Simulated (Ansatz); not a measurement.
# BSi+ (triplet): from Hartree-Fock to the top rungs, def2-QZVPP

One table from this session's results is given with a row withheld; the runs are named, their logs left out.

Method: def2-QZVPP, core rule «outside noble gas», up to 6 orbitals frozen; program: Ansatz 0.2.0, Gaussian basis.

Plan: UHF; ROHF; CCSD(T) on UHF.

2 further runs of the same task are left out: 2 set aside as unsound or not needed.

## The system

The geometry is a PBE0/def2-TZVP stationary point (not a proven minimum).

2 atoms, charge 1, spin multiplicity 3.

Atoms are counted from 1 here; the program's logs count them from 0.

Bond lengths: Si1–B2 2.095 Å.

The first run:

Input file in.yaml:

```yaml
crystal:
  periodic: [false, false, false]
  atoms:
    - {symbol: Si, position_ang: [0.000000, 0.000000, 0.000000]}
    - {symbol: B, position_ang: [0.000000, 0.000000, 2.094900]}
basis:
  gaussian: {orbitals: "def2-QZVPP.json"}
total_charge: 1
magnetization: {spin_polarized: true, initial_magnetization: 2}
hamiltonian: {xc: hf}
output: {orbitals: {seedname: orbitals}}
```

Launch:

```bash
$ ansatz run in.yaml --threads 1 --pin off --events-out ev --progress --plain --max-ram 2393MiB
```

Among the steps run: UHF; ROHF; CCSD(T) on UHF.

One of the session's tables, all rows but one given; the rest of the session is left out.

```
  method  from UCCSD(T) (kcal/mol)
    ROHF                         ?
     UHF                    +94.71
    UMP2                    +23.79
   UCCSD                     +4.68
UCCSD(T)                         0
```

**Question.** Estimate the row for ROHF.

As computed: from UCCSD(T) (kcal/mol): +97.35. In the column «from UCCSD(T) (kcal/mol)» it is the highest.

To keep in mind: Warnings: spin contamination; coupled cluster took another determinant than the lowest.
